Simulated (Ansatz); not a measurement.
Elastic constant C44 of some hcp solids

Method: r²SCAN in Ansatz (plane waves, PAW). References are measured values at low temperature. The table is a random draw of 6 from 7 solids with such references.

Values in GPa.

```csv
solid,reference,r²SCAN,error (%)
hcp Zr,36.3,34.4,-5.2
hcp Mg,18.4¶,22.2,+21
hcp Zn,45.9§¶,43.6,-5.0
hcp Ti,51,51.7,+1.4
hcp Os,269¶,276,+2.6
hcp Be,166¶,178,+7.2
```

Over these 6 solids the mean error is +3.6 %, the mean absolute error 7.0 % (median 5.1 %), and the worst case hcp Mg at +21 %; the value is above the reference in 4 of 6 cases. Over all 7, from unrounded values, the mean error is +1.1 % and the mean absolute error 7.8 % (median 5.1 %).

All these references are low-temperature values that still hold zero-point motion.

Spin–orbit coupling is left out, also for the solids with elements from indium on (hcp Os); its size isn't shown.

§ marks references from which a value of another source on file, of any temperature and not printed here, differs by over 15 %.

¶ marks references of a special kind: hcp Mg, 18.4 GPa (measured, 0 K, extrapolated to 0 K; zero-point effects included; as tabulated in Ibrahim et al. (2023), arXiv:2305.03577); hcp Zn, 45.9 GPa (measured, 0 K, extrapolated to 0 K; zero-point effects included; as tabulated in Galib et al. (2023), arXiv:2209.08184); hcp Os, 269 GPa (measured, 0 K, extrapolated to 0 K (read from the set's bulk modulus against, 405 at 300 K); as tabulated in Liu et al. (2023), arXiv:2002.00005); hcp Be, 166 ± 0.5 GPa (measured, 0 K, extrapolated to 0 K; as tabulated in Elastic Constants of Single Crystal Beryllium, J. Appl. Phys., doi …).

Differences are worked out from the printed values.

Each level is taken at its own relaxed cell. Ansatz's density-functional and Hartree–Fock values are scalar-relativistic unless marked +SOC, with PAW data made under PBE.

Ansatz's runs of these crystals have no spin polarisation. Meta-GGAs and exact exchange favour moments, which can bear on hcp Ti.

Not in this set, of the hcp solids with a reference value in our tables and a result at some level: 6 for a reference at room or unstated temperature. These can be a level's best or worst cases. Solids without a released value at any level aren't counted. Layered and molecular crystals are counted apart. The metals Ce to Yb are counted apart.

References as tabulated in Clouet (2012), arXiv:1210.1082; Ibrahim et al. (2023), arXiv:2305.03577; Galib et al. (2023), arXiv:2209.08184; Ferrari et al. (2019), arXiv:1905.01197 and others.

Ansatz is a program for electronic structure.
